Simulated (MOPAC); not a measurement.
MOPAC input (AM1):

```
AM1 1SCF CHARGE=1 GEO-OK AUX(PRECISION=9) THREADS=1
CN

C    -0.00000000 1   -0.00000000 1   -0.63123354 1
N     0.00000000 1    0.00000000 1    0.54105732 1
```

Problem. What heat of formation does the run end on, and which ionisation energy by Koopmans theorem?

Solution. 422.95 kcal/mol; 22.71 eV.
